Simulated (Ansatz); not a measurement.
# MgCl radical (SMILES [Mg][Cl]): single points off equilibrium

A test off equilibrium: a structure displaced at random from a GFN2-xTB minimum is computed at several levels, and each is set against CCSD(T).

Computed with Ansatz 0.2.0, Gaussian basis. Level: single points in def2-TZVPP.

Correlated methods freeze the cores. The outer core shell of Li, Na, Mg and K is correlated. Orbitals are unrestricted. B3LYP uses VWN-RPA correlation.

**1. Starting geometry**

SMILES `[Mg][Cl]`, 2 atoms, charge 0, spin multiplicity 2.

Atoms are counted from 1 here; the program's logs count them from 0.

Bond lengths: Mg1–Cl2 2.238 Å.

Coordinates:

```xyz
2
charge 0, multiplicity 2
Mg    0.9584   -0.3673    0.4969
Cl   -0.9142    0.3583   -0.4916
```

**2. CCSD(T)/def2-TZVPP**

Input file run/in.yaml:

```yaml
crystal:
  periodic: [false, false, false]
  atoms:
    - {symbol: Mg, position_ang: [0.958400, -0.367300, 0.496900]}
    - {symbol: Cl, position_ang: [-0.914200, 0.358300, -0.491600]}
basis:
  gaussian: {orbitals: def2-TZVPP}
magnetization: {spin_polarized: true, initial_magnetization: 1}
correlation: {method: ccsd_t}
scf: {omitted_lower_state_checks: [cluster_reference]}
output: {forces: true}
```

No record of the launch command was kept for these runs.

**3. PBE0-D4/def2-TZVPP**

Edit run/in.yaml of step 2 so:

```diff
@@ -8,4 +8,3 @@
 magnetization: {spin_polarized: true, initial_magnetization: 1}
-correlation: {method: ccsd_t}
-scf: {omitted_lower_state_checks: [cluster_reference]}
-output: {forces: true}
+hamiltonian: {xc: pbe0, dispersion: d4}
+output: {forces: true, orbitals: {seedname: orbitals}}
```

**4. wB97M-V/def2-TZVPP**

Edit run/in.yaml of step 3 so:

```diff
@@ -8,3 +8,3 @@
 magnetization: {spin_polarized: true, initial_magnetization: 1}
-hamiltonian: {xc: pbe0, dispersion: d4}
-output: {forces: true, orbitals: {seedname: orbitals}}
+hamiltonian: {xc: {name: wB97M-V}}
+output: {forces: true}
```

**5. r2SCAN-D4/def2-TZVPP**

Edit run/in.yaml of step 4 so:

```diff
@@ -8,3 +8,3 @@
 magnetization: {spin_polarized: true, initial_magnetization: 1}
-hamiltonian: {xc: {name: wB97M-V}}
+hamiltonian: {xc: r2scan, dispersion: d4}
 output: {forces: true}
```

**6. PBE-D4/def2-TZVPP**

Edit run/in.yaml of step 5 so:

```diff
@@ -8,3 +8,3 @@
 magnetization: {spin_polarized: true, initial_magnetization: 1}
-hamiltonian: {xc: r2scan, dispersion: d4}
+hamiltonian: {xc: pbe, dispersion: d4}
 output: {forces: true}
```

**7. B3LYP-D4/def2-TZVPP**

Edit run/in.yaml of step 6 so:

```diff
@@ -8,3 +8,3 @@
 magnetization: {spin_polarized: true, initial_magnetization: 1}
-hamiltonian: {xc: pbe, dispersion: d4}
+hamiltonian: {xc: {name: B3LYP}, dispersion: d4}
 output: {forces: true}
```

**8. B97M-V/def2-TZVPP**

Edit run/in.yaml of step 7 so:

```diff
@@ -8,3 +8,3 @@
 magnetization: {spin_polarized: true, initial_magnetization: 1}
-hamiltonian: {xc: {name: B3LYP}, dispersion: d4}
+hamiltonian: {xc: {name: B97M-V}}
 output: {forces: true}
```

(Steps that only read results are left out.)

**Question.** What will these runs give? Wanted: energy less free atoms, CCSD(T)/def2-TZVPP; RMS force component; RMS force error; HOMO and LUMO, PBE0-D4; T1 diagnostic.

**Answer**, as computed:

| quantity | value |
| --- | --- |
| energy less free atoms, CCSD(T)/def2-TZVPP | -3.112 eV |
| RMS force component | 0.075 to 0.170 eV/Å over the methods |
| RMS force error | PBE0-D4 0.024, wB97M-V 0.021, r2SCAN-D4 0.016, PBE-D4 0.068, B3LYP-D4 0.043, B97M-V 0.027 eV/Å |
| HOMO and LUMO, PBE0-D4 | -5.83 and -2.87 eV |
| T1 diagnostic | 0.009 |

Against CCSD(T) the functionals' energies less atoms differ by -0.499 to -0.039 eV, PBE-D4 by -0.276 eV. A larger basis would deepen the CCSD(T) value, while the functionals are nearly converged already, so the order here is not reliable. The forces of r2SCAN-D4 come nearest to CCSD(T), those of PBE-D4 are farthest. Frozen-core CCSD(T) forces in triple zeta carry basis errors of their own, and this is one geometry, so small gaps rank nothing.
